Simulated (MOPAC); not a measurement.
MOPAC input (MNDO):

```
MNDO 1SCF CHARGE=-1 GEO-OK AUX(PRECISION=9) THREADS=1
CCl3

C     0.01969800 1   -0.00797679 1    0.73352803 1
Cl   -0.01247615 1    1.72980929 1   -0.06722393 1
Cl    1.49955960 1   -0.85425955 1   -0.13592839 1
Cl   -1.49403568 1   -0.87273440 1   -0.05573993 1
```

Task: What heat of formation does the run end on, and which ionisation energy by Koopmans theorem?

Result: -44.65 kcal/mol; 4.79 eV.
